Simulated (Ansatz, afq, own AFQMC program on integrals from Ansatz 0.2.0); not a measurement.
NHBr, quartet in cc-pVTZ, levels against CCSDT(Q)

```xyz
3

Br    0.0000    0.0000   -1.5320
H     0.0000    0.0000    0.2460
N     0.0000    0.0000    1.2860
```

Connectivity, by distances: Br ··· N, 1 bridging H.

Basis cc-pVTZ. Noble-gas cores (and the filled d shells of Ga–Kr and In–Xe) are frozen. Integrals, coupled cluster, full CI and functionals: Ansatz 0.2.0; the random walks run on the same integrals in our own AFQMC program. ph-AFQMC/CISD is guided by a CISD state made of CCSD amplitudes; releasing the constraint for a short imaginary time cuts its bias at the price of noise, slowly where states lie close. ± is one standard error of the sampling. No spin–orbit coupling.

Determinant: UHF, the one that the program's search chose, which needn't be the lowest solution. The geometry is a point of a scan.

No full CI on the walks' own integrals is used here; CCSDT(Q) serves as the reference and is uncertain by about the last step of the cluster series.

Cautions: no relativity below Rb; no spin-orbit coupling; inner d shell frozen; lower spins were not checked; the released energies move by 1.5 errors or more from one time to the next, so no released level is given (meV from the phaseless value at times in 1/Eh: -18 ± 5 at 0.24, -21 ± 4 at 0.51, -24 ± 4 at 0.99, -21 ± 7 at 1.62, -34 ± 7 at 2.40), though the last usable value meets CCSDT(Q) within the noise.

- T1 diagnostic: 0.0179
- weight of the determinant in the CISD state: 0.879
- ⟨S²⟩ of the determinant: 3.791
- size of the correlated space: 13 electrons in 72 orbitals

Reference: CCSDT(Q), correlation energy -9.101 eV.

```json
{"level": "HF", "E − E(reference) (kJ/mol)": "878.1", "share of correlation (%)": "0.00"}
{"level": "MP2", "E − E(reference) (kJ/mol)": "130.8", "share of correlation (%)": "85.11"}
{"level": "CCSD", "E − E(reference) (kJ/mol)": "32.8", "share of correlation (%)": "96.26"}
{"level": "CCSD(T)", "E − E(reference) (kJ/mol)": "4.5", "share of correlation (%)": "99.49"}
{"level": "CCSDT", "E − E(reference) (kJ/mol)": "1.1", "share of correlation (%)": "99.87"}
{"level": "ph-AFQMC/CISD", "E − E(reference) (kJ/mol)": "2.6 ± 0.4", "share of correlation (%)": "99.70"}
```

A walk keeps the symmetry of its determinant, which the program's search chose and which needn't be the lowest solution, so a lower state of the same spin and another symmetry isn't excluded.
